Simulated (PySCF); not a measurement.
# C3H2ClO2−: excited states, first hyperpolarisability

Wanted: excited states, first hyperpolarisability for C3H2ClO2− (`O=C/C=C(/[O-])Cl`).

Programs: PySCF 2.14.0, with routines of our own; each step states its level. All values are computed. Atoms count from 0.

### Step 1. The system as given

8 atoms, charge -1, multiplicity 1; geometry from: GFN2-xTB.

### Step 2. Relaxing the molecule at PBE0-D3(BJ)/def2-TZVP

Job settings and geometry (Å):

```
{"job": {"xc": "PBE0", "basis": "def2-TZVP", "d3": "d3bj", "grid": 2, "kind": "geom"}, "charge": -1, "multiplicity": 1}
O     -2.202048    -0.941160     0.148383
C     -1.241640    -0.174847     0.045833
C      0.113134    -0.545756     0.050704
C      1.223905     0.251731    -0.058972
O      2.408481     0.027274    -0.065345
Cl     0.806307     2.082798    -0.237341
H     -1.435986     0.910969    -0.061256
H      0.336904    -1.601596     0.153429
```

Launch:

```console
OMP_NUM_THREADS=1 python excited_run.py task.json out
```

This one command runs all jobs of the session in turn.

Log:

```text
step   0  E = -725.91639763  max force = 0.015482
step   1  E = -725.91716393  max force = 0.002325
step   2  E = -725.91712375  max force = 0.001467
step   3  E = -725.91717069  max force = 0.001321
step   4  E = -725.91717500  max force = 0.000446
optimisation converged
```

Run time: 48 s. Hardware: 1 thread of Arm Neoverse V2, shared host; peak memory 0.82 GiB.

The steps of the relaxation: (the energy doesn't fall at every step)

```csv
step,energy from step 0 (eV),largest force component (eV/Å)
0,0.0000,0.7961
1,-0.0209,0.1196
2,-0.0198,0.0754
3,-0.0210,0.0679
4,-0.0212,0.0229
```

Close pairs (by a distance rule), those that changed most:

```csv
bond,before (Å),after (Å),change (Å)
C3–Cl5,1.887,1.937,+0.051
C2–C3,1.372,1.388,+0.016
C1–C2,1.405,1.413,+0.008
C3–O4,1.206,1.199,-0.007
C2–H7,1.084,1.086,+0.002
O0–C1,1.233,1.234,+0.001
C1–H6,1.108,1.108,-0.001
```

The final coordinates are the input of the step that follows.

```csv
at the end point,value
point group (found at 0.08 Å tolerance),Cs
"rotational constants (GHz, main isotopes)","5.055, 1.799, 1.327"
```

### Step 3. Excited states: TDA wB97X-D/def2-TZVPD

Job settings and geometry (Å):

```
{"job": {"kind": "states", "xc": "wB97X-D", "basis": "def2-TZVPD", "tda": true, "soc": true, "nstates": 6, "ntriplets": 5, "nquad": 4}, "charge": -1, "multiplicity": 1}
O     -1.742807     0.371680     0.522476
C     -0.785953     1.144980     0.424246
C      0.576610     0.771675     0.434346
C      1.699038     1.580697     0.328478
O      2.877430     1.361142     0.326361
Cl     1.272463     3.461268     0.144735
H     -0.973604     2.231372     0.317768
H      0.805730    -0.285203     0.537381
```

Method: TDA wB97X-D/def2-TZVPD excited states, vertical, gas phase, spin-orbit mean-field couplings.

Log:

```text
coarse grid: 8296 points
cycle   1  E = -725.9950922384  dE =  9.703e-01  |g| = 1.188e+00  |ddm| = 2.815e+00
cycle   2  E = -725.5882464431  dE =  4.068e-01  |g| = 1.971e+00  |ddm| = 2.458e+00
cycle   3  E = -726.2658690421  dE = -6.776e-01  |g| = 1.283e-01  |ddm| = 1.738e+00
cycle   4  E = -726.2691299650  dE = -3.261e-03  |g| = 5.775e-02  |ddm| = 2.089e-01
cycle   5  E = -726.2697690552  dE = -6.391e-04  |g| = 1.901e-02  |ddm| = 7.400e-02
cycle   6  E = -726.2698449064  dE = -7.585e-05  |g| = 8.506e-03  |ddm| = 3.520e-02
cycle   7  E = -726.2698614314  dE = -1.652e-05  |g| = 3.307e-03  |ddm| = 1.230e-02
cycle   8  E = -726.2698642133  dE = -2.782e-06  |g| = 9.041e-04  |ddm| = 5.560e-03
final grid: 78536 points
cycle   9  E = -726.2656616851  dE = -9.031e-05  |g| = 4.991e-03  |ddm| = 2.794e-01
cycle  10  E = -726.2656617269  dE = -4.183e-08  |g| = 5.446e-03  |ddm| = 3.475e-02
cycle  11  E = -726.2656669963  dE = -5.269e-06  |g| = 1.001e-03  |ddm| = 4.984e-03
cycle  12  E = -726.2656671459  dE = -1.496e-07  |g| = 4.976e-04  |ddm| = 2.521e-03
cycle  13  E = -726.2656672006  dE = -5.476e-08  |g| = 6.906e-05  |ddm| = 1.267e-03
cycle  14  E = -726.2656672028  dE = -2.224e-09  |g| = 3.648e-05  |ddm| = 3.517e-04
cycle  15  E = -726.2656672033  dE = -4.763e-10  |g| = 1.203e-05  |ddm| = 1.006e-04
converged SCF energy = -726.2656672033

Singlet excitations
state   eV       nm        f     d(h-e)  d(exc)  Lambda  PR(NTO)  |dmu|/D   mu/D   main configurations
  1   4.5942   269.9   0.00040   1.165   2.605   0.367   1.009    3.067    1.711   H-1->L+3 0.75, H-1->L+5 0.18
  2   4.8611   255.1   0.00166   1.031   3.857   0.183   1.013    3.118    1.303   H->L 0.45, H->L+4 0.19, H->L+2 0.12
  3   5.5033   225.3   0.45924   0.472   3.037   0.520   1.612    1.320    2.083   H->L+3 0.72
  4   5.5823   222.1   0.00493   0.886   4.028   0.201   1.037    2.991    1.940   H->L+1 0.40, H->L+7 0.19, H->L+2 0.17
  5   5.6520   219.4   0.07834   0.793   3.734   0.215   1.216                     H-1->L+2 0.58, H-1->L 0.25
  6   5.6890   217.9   0.00177   1.810   4.575   0.189   1.022                     H->L+6 0.32, H->L 0.29, H->L+1 0.18

Triplet excitations (Tamm-Dancoff)
state   eV     d(h-e)  d(exc)  Lambda  PR(NTO)   main configurations
  1   3.5313   0.379   2.652   0.571   1.017   H->L+3 0.80, H->L+5 0.18
  2   4.1712   1.122   2.547   0.366   1.009   H-1->L+3 0.73, H-1->L+5 0.18
  3   4.7670   1.135   3.720   0.191   1.011   H->L 0.41, H->L+4 0.20, H->L+10 0.12
  4   5.5388   0.821   3.975   0.201   1.039   H->L+1 0.38, H->L+2 0.19, H->L+7 0.19
  5   5.5418   0.743   3.748   0.184   1.072   H-1->L+2 0.65, H-1->L 0.26
S1 - T1 = 1.0630 eV

Spin-orbit couplings |<S|Hso|T>| (cm-1)
             T1       T2       T3       T4       T5
S0        0.303   53.033   21.765   18.879   12.675
S1       25.168    0.021    0.798    2.483    5.055
S2        1.603    0.841    0.230    1.638   14.428
S3        0.175   23.179   26.251   14.982    9.962
S4        3.215    2.641    2.451    0.370   12.002
S5        0.329    8.509   12.939   14.389    0.264
S6        6.462    0.700    4.187    3.607   15.042
T1 sublevels (cm-1): 0.000 0.001 0.050   radiative rates (1/s): 0.291 0.0139 2.56
```

Run time: 34 s. Hardware: 1 thread of Arm Neoverse V2, shared host; peak memory 0.85 GiB.

In short:

```csv
quantity,value
S1 less T1,1.06 eV
```

### Step 4. Excited states: TDDFT CAM-B3LYP/aug-cc-pVTZ

Settings changed since step 3:

```diff
@@ -1,2 +1,2 @@
-{"job": {"kind": "states", "xc": "wB97X-D", "basis": "def2-TZVPD", "tda": true, "soc": true, "nstates": 6, "ntriplets": 5, "nquad": 4}, "charge": -1, "multiplicity": 1}
+{"job": {"kind": "states", "xc": "CAM-B3LYP", "basis": "aug-cc-pVTZ", "tpa": true, "nstates": 8, "nquad": 6, "ntriplets": 0}, "charge": -1, "multiplicity": 1}
 O     -1.742807     0.371680     0.522476
```

Level: TDDFT CAM-B3LYP/aug-cc-pVTZ excited states, vertical, gas phase, two-photon moments by quadratic response.

Log:

```text
coarse grid: 8296 points
cycle   1  E = -726.0079813506  dE =  9.536e-01  |g| = 1.174e+00  |ddm| = 6.307e+00
cycle   2  E = -725.4588613830  dE =  5.491e-01  |g| = 2.138e+00  |ddm| = 4.145e+00
cycle   3  E = -726.2658079250  dE = -8.069e-01  |g| = 1.547e-01  |ddm| = 2.806e+00
cycle   4  E = -726.2706616415  dE = -4.854e-03  |g| = 6.595e-02  |ddm| = 3.262e-01
cycle   5  E = -726.2715303162  dE = -8.687e-04  |g| = 1.898e-02  |ddm| = 1.142e-01
cycle   6  E = -726.2716092893  dE = -7.897e-05  |g| = 7.223e-03  |ddm| = 4.053e-02
cycle   7  E = -726.2716208599  dE = -1.157e-05  |g| = 3.776e-03  |ddm| = 1.456e-02
cycle   8  E = -726.2716238184  dE = -2.958e-06  |g| = 7.924e-04  |ddm| = 6.852e-03
final grid: 78536 points
cycle   9  E = -726.2684132730  dE = -2.746e-05  |g| = 2.968e-03  |ddm| = 2.427e-01
cycle  10  E = -726.2684126020  dE =  6.710e-07  |g| = 3.413e-03  |ddm| = 1.894e-02
cycle  11  E = -726.2684149718  dE = -2.370e-06  |g| = 7.144e-04  |ddm| = 4.947e-03
cycle  12  E = -726.2684150479  dE = -7.612e-08  |g| = 2.591e-04  |ddm| = 1.231e-03
cycle  13  E = -726.2684150615  dE = -1.361e-08  |g| = 5.516e-05  |ddm| = 6.967e-04
cycle  14  E = -726.2684150623  dE = -7.713e-10  |g| = 1.788e-05  |ddm| = 1.617e-04
converged SCF energy = -726.2684150623

Singlet excitations
state   eV       nm        f     d(h-e)  d(exc)  Lambda  PR(NTO)  |dmu|/D   mu/D   delta(TPA)   sigma/GM   main configurations
  1   4.3362   285.9   0.00306   1.373   4.729   0.153   1.008    7.569    8.908       37.37      0.257   H->L 0.84
  2   4.5643   271.6   0.00024   1.148   2.625   0.364   1.012    3.020    1.678        1.34      0.010   H-1->L+4 0.76, H-1->L+6 0.17
  3   4.8204   257.2   0.00054   1.748   5.417   0.111   1.006    6.677    6.939        8.61      0.073   H->L+1 0.90
  4   5.1061   242.8   0.03028   0.378   4.334   0.167   1.235    4.907    6.308      115.32      1.102   H-1->L 0.48, H-1->L+1 0.27, H->L+4 0.09
  5   5.1866   239.0   0.00014   1.220   4.210   0.202   1.017    3.811    3.031        0.22      0.002   H->L+3 0.31, H->L+7 0.19, H->L+2 0.18
  6   5.2348   236.8   0.38540   0.755   3.164   0.495   1.680    2.653    3.236       55.66      0.559   H->L+4 0.76
  7   5.4249   228.5   0.00015   1.315   4.983   0.163   1.013                                            H->L+2 0.70, H->L+3 0.20
  8   5.4992   225.5   0.00732   1.361   5.219   0.128   1.052                                            H-1->L+1 0.53, H-1->L 0.35
```

Wall time 65 s (1 thread of Arm Neoverse V2, shared host); peak memory 1.1 GiB.

### Step 5. First hyperpolarisability: quadratic response CAM-B3LYP/aug-cc-pVTZ

Settings changed since step 4:

```diff
@@ -1,2 +1,2 @@
-{"job": {"kind": "states", "xc": "CAM-B3LYP", "basis": "aug-cc-pVTZ", "tpa": true, "nstates": 8, "nquad": 6, "ntriplets": 0}, "charge": -1, "multiplicity": 1}
+{"job": {"kind": "beta", "xc": "CAM-B3LYP", "basis": "aug-cc-pVTZ"}, "charge": -1, "multiplicity": 1}
 O     -1.742807     0.371680     0.522476
```

Level: quadratic response CAM-B3LYP/aug-cc-pVTZ first hyperpolarisability, Taylor convention, gas phase.

Log:

```text
coarse grid: 8296 points
cycle   1  E = -726.0079813506  dE =  9.536e-01  |g| = 1.174e+00  |ddm| = 6.307e+00
cycle   2  E = -725.4588613830  dE =  5.491e-01  |g| = 2.138e+00  |ddm| = 4.145e+00
cycle   3  E = -726.2658079250  dE = -8.069e-01  |g| = 1.547e-01  |ddm| = 2.806e+00
cycle   4  E = -726.2706616415  dE = -4.854e-03  |g| = 6.595e-02  |ddm| = 3.262e-01
cycle   5  E = -726.2715303162  dE = -8.687e-04  |g| = 1.898e-02  |ddm| = 1.142e-01
cycle   6  E = -726.2716092893  dE = -7.897e-05  |g| = 7.223e-03  |ddm| = 4.053e-02
cycle   7  E = -726.2716208599  dE = -1.157e-05  |g| = 3.776e-03  |ddm| = 1.456e-02
cycle   8  E = -726.2716238184  dE = -2.958e-06  |g| = 7.924e-04  |ddm| = 6.852e-03
final grid: 78536 points
cycle   9  E = -726.2684132730  dE = -2.746e-05  |g| = 2.968e-03  |ddm| = 2.427e-01
cycle  10  E = -726.2684126020  dE =  6.710e-07  |g| = 3.413e-03  |ddm| = 1.894e-02
cycle  11  E = -726.2684149718  dE = -2.370e-06  |g| = 7.144e-04  |ddm| = 4.947e-03
cycle  12  E = -726.2684150479  dE = -7.612e-08  |g| = 2.591e-04  |ddm| = 1.231e-03
cycle  13  E = -726.2684150615  dE = -1.361e-08  |g| = 5.516e-05  |ddm| = 6.967e-04
cycle  14  E = -726.2684150623  dE = -7.713e-10  |g| = 1.788e-05  |ddm| = 1.617e-04
converged SCF energy = -726.2684150623

Lowest singlets (eV, f): 4.3362 0.0031  4.5643 0.0002  4.8204 0.0005

First hyperpolarisability (au)
process     nm      |vector|   parallel      HRS      DR
static         -      207.54     -84.94     100.22   3.377
shg       1907.0      216.31     -86.79     105.11   3.368
eope      1907.0      210.40     -85.58          -       -
shg       1064.0      237.86     -89.78     117.92   3.312
eope      1064.0      216.96     -86.91          -       -
```

Wall time 49 s (1 thread of Arm Neoverse V2, shared host); peak memory 1.1 GiB.

### Step 6. Excited states: TDA wB97X-D/def2-TZVPD in cyclohexane

Settings changed since step 5:

```diff
@@ -1,2 +1,2 @@
-{"job": {"kind": "beta", "xc": "CAM-B3LYP", "basis": "aug-cc-pVTZ"}, "charge": -1, "multiplicity": 1}
+{"job": {"kind": "states", "xc": "wB97X-D", "basis": "def2-TZVPD", "tda": true, "soc": true, "nstates": 6, "ntriplets": 5, "nquad": 4, "solvent": "cyclohexane"}, "charge": -1, "multiplicity": 1}
 O     -1.742807     0.371680     0.522476
```

Level: TDA wB97X-D/def2-TZVPD excited states, vertical, IEF-PCM cyclohexane (non-equilibrium response), spin-orbit mean-field couplings.

Log:

```text
coarse grid: 8296 points
cycle   1  E = -726.0423915473  dE =  9.230e-01  |g| = 1.178e+00  |ddm| = 2.812e+00
cycle   2  E = -725.6886636240  dE =  3.537e-01  |g| = 1.890e+00  |ddm| = 2.077e+00
cycle   3  E = -726.3078964715  dE = -6.192e-01  |g| = 1.186e-01  |ddm| = 1.419e+00
cycle   4  E = -726.3106644313  dE = -2.768e-03  |g| = 5.461e-02  |ddm| = 1.879e-01
cycle   5  E = -726.3112369193  dE = -5.725e-04  |g| = 1.757e-02  |ddm| = 7.424e-02
cycle   6  E = -726.3113009759  dE = -6.406e-05  |g| = 7.889e-03  |ddm| = 3.040e-02
cycle   7  E = -726.3113154369  dE = -1.446e-05  |g| = 2.919e-03  |ddm| = 1.191e-02
cycle   8  E = -726.3113178149  dE = -2.378e-06  |g| = 8.461e-04  |ddm| = 5.043e-03
final grid: 78536 points
cycle   9  E = -726.3071109301  dE = -9.104e-05  |g| = 4.886e-03  |ddm| = 2.849e-01
cycle  10  E = -726.3071113894  dE = -4.593e-07  |g| = 5.141e-03  |ddm| = 3.429e-02
cycle  11  E = -726.3071159840  dE = -4.595e-06  |g| = 9.511e-04  |ddm| = 4.661e-03
cycle  12  E = -726.3071161195  dE = -1.355e-07  |g| = 4.772e-04  |ddm| = 2.451e-03
cycle  13  E = -726.3071161699  dE = -5.042e-08  |g| = 6.576e-05  |ddm| = 1.153e-03
cycle  14  E = -726.3071161723  dE = -2.324e-09  |g| = 3.155e-05  |ddm| = 3.247e-04
cycle  15  E = -726.3071161727  dE = -4.379e-10  |g| = 1.144e-05  |ddm| = 9.580e-05
converged SCF energy = -726.3071161727

Singlet excitations
state   eV       nm        f     d(h-e)  d(exc)  Lambda  PR(NTO)  |dmu|/D   mu/D   main configurations
  1   4.6284   267.9   0.00044   1.162   2.601   0.420   1.009    3.552    2.127   H-1->L+1 0.90
  2   5.0935   243.4   0.00195   1.151   3.459   0.238   1.012    3.905    1.935   H->L 0.47, H->L+4 0.32, H->L+10 0.08
  3   5.3604   231.3   0.66186   0.419   2.763   0.629   1.265    1.172    2.247   H->L+1 0.87
  4   5.8624   211.5   0.00661   0.524   3.722   0.236   1.152    1.754    1.320   H->L+4 0.21, H->L+2 0.20, H->L+7 0.18
  5   6.0031   206.5   0.00001   1.198   2.950   0.344   1.171                     H-2->L+1 0.83
  6   6.0952   203.4   0.01142   0.507   3.645   0.197   1.029                     H-1->L+3 0.55, H-1->L 0.36

Triplet excitations (Tamm-Dancoff)
state   eV     d(h-e)  d(exc)  Lambda  PR(NTO)   main configurations
  1   3.5307   0.373   2.642   0.655   1.016   H->L+1 0.95
  2   4.2152   1.121   2.547   0.417   1.010   H-1->L+1 0.88
  3   4.9693   1.248   3.353   0.244   1.009   H->L 0.42, H->L+4 0.36, H->L+10 0.09
  4   5.7115   1.276   2.826   0.349   1.051   H-2->L+1 0.84
  5   5.8154   0.562   2.726   0.349   1.050   H-2->L+4 0.36, H-2->L 0.29, H-2->L+10 0.13
S1 - T1 = 1.0977 eV

Spin-orbit couplings |<S|Hso|T>| (cm-1)
             T1       T2       T3       T4       T5
S0        0.288   52.838   28.684   43.974   71.870
S1       24.742    0.038    1.054   29.292    2.152
S2        1.876    1.315    0.322    1.104   47.416
S3        0.049   25.254   20.423   55.309    6.790
S4       11.284    6.986    0.665    0.959   20.671
S5       40.196   27.349    0.269    4.328    9.452
S6        0.462    4.633   16.685    2.565   26.585
T1 sublevels (cm-1): 0.000 0.006 0.050   radiative rates (1/s): 0.121 1.06 0.181
```

Run time: 35 s. Hardware: 1 thread of Arm Neoverse V2, shared host; peak memory 0.86 GiB.

In short:

```csv
quantity,value
S1 less T1,1.10 eV
```

### Step 7. Results

| quantity | value |
| --- | --- |
| point group | Cs |
| rotational constants (main isotopes) | 5.05, 1.80, 1.33 GHz |
| S1 less T1 (step 3, TDA wB97X-D/def2-TZVPD) | 1.06 eV |
| β vector (step 5, quadratic response CAM-B3LYP/aug-cc-pVTZ) | static 208, SHG 1907.0 nm 216, SHG 1064.0 nm 238 au |
| S1 less T1 (step 6, TDA wB97X-D/def2-TZVPD in cyclohexane) | 1.10 eV |

In words: The optimisation took 4 steps and gained 0.021 eV; among the close pairs (by a distance rule), C3–Cl5 changed most, from 1.887 to 1.937 Å. No frequency check was run at this level, so the end point may be a saddle. For an anion in the gas phase, states above the energy of detachment are held by the basis alone, so excitations and responses hang on it. In step 3, the number of triplets below S1 is 2, and the largest singlet-triplet spin-orbit coupling is S0–T2, 53.03 cm⁻¹. β grows from 208 au (static) to 238 au for doubling at 1064.0 nm: normal dispersion, which grows as twice the photon energy moves toward the bright states. In step 6, the number of triplets below S1 is 2, and the largest singlet-triplet spin-orbit coupling is S0–T5, 71.87 cm⁻¹. The orbital labels of the leading configurations differ from run to run, so check that S1 and T1 are the same states before comparing rows.
